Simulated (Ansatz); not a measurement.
**Four-centre ligand exchange**

Start structure (CH8AlN, singlet), relaxed at PBE0-D4/def2-TZVP:

```xyz
11
angstrom
Al -0.5984 -0.6637 -0.2185
C 1.1447 -0.9718 0.6559
H -0.7393 -1.0605 -1.7702
H -1.9231 -0.7998 0.6825
H 0.1817 1.7033 -1.0084
N -0.5956 1.3910 -0.4356
H 1.2252 -0.4715 1.6276
H 1.2997 -2.0393 0.8458
H 1.9906 -0.6421 0.0424
H -1.4538 1.6949 -0.8840
H -0.5317 1.8593 0.4625
```

The step: CH₅Al ([CH3][AlH2]) + NH₃ → AlNH₄ ([NH2][AlH2]) + CH₄; bonds formed: C2–H5; dative contacts that become bonds: Al1–N6; bonds broken: Al1–C2, H5–N6. Program: Ansatz 0.2.0. Basis: def2-TZVPP and def2-QZVPP. Cores are frozen in the correlated methods. Extrapolation: Hartree–Fock as exp(−7.88 √X), correlation as X^−2.97. Energies below are by CCSD(T) at an estimated basis limit (MP2 extrapolated from triple and quadruple zeta, plus CCSD(T) − MP2 in triple zeta).

What are the electronic barrier and the energy of the step, from the start structure to the end structure? (An estimate is asked for; the value comes from the calculation.)

By the calculation: Barrier 33.76 kcal/mol; step energy 1.29 kcal/mol (uphill); reverse barrier, their difference, 32.47 kcal/mol. Barrier and step energy count from the start structure, the reverse barrier from the end structure.

The saddle point: One imaginary mode of 1444i cm⁻¹.
| pair | start (Å) | saddle (Å) | end (Å) |
| --- | --- | --- | --- |
| Al1–N6 | 2.07 | 1.91 | 1.77 |
| C2–H5 | 3.29 | 1.42 | 1.09 |
| Al1–C2 | 1.97 | 2.16 | 3.18 |
| H5–N6 | 1.01 | 1.35 | 2.98 |

Zero-point energy (harmonic, PBE0-D4): ZPE is 55.11 kcal/mol at the start and 51.72 kcal/mol at the saddle, so the barrier goes from 33.76 to 30.36 kcal/mol.

First-order rate constant out of the start structure at 298 K by transition-state theory, with harmonic vibrational free energies alone and no tunnelling: ΔA‡ = 31.04 kcal/mol, so k = (kB T/h) exp(−ΔA‡/kB T) ≈ 10^-10 s⁻¹ (an order of magnitude at best: rotation, the number of equivalent paths and anharmonicity are left out).

T1 diagnostic: at most 0.012.

The step is the kind of exchange with an N–H group that builds nitride films in atomic layer and chemical vapour deposition.

Labels in which every atom is bracketed show which atoms are joined, not bond orders.

For scale, one of the runs: CCSD(T)/def2-TZVPP, 216 basis functions, launched by `ansatz run in.yaml --threads 2 --pin off --events-out ev --progress --plain --max-ram 4352MiB`. The run took 23 s on 2 CPU threads of an Intel Xeon 6975P-C (shared host), with 3.3 GiB of host memory at its peak.
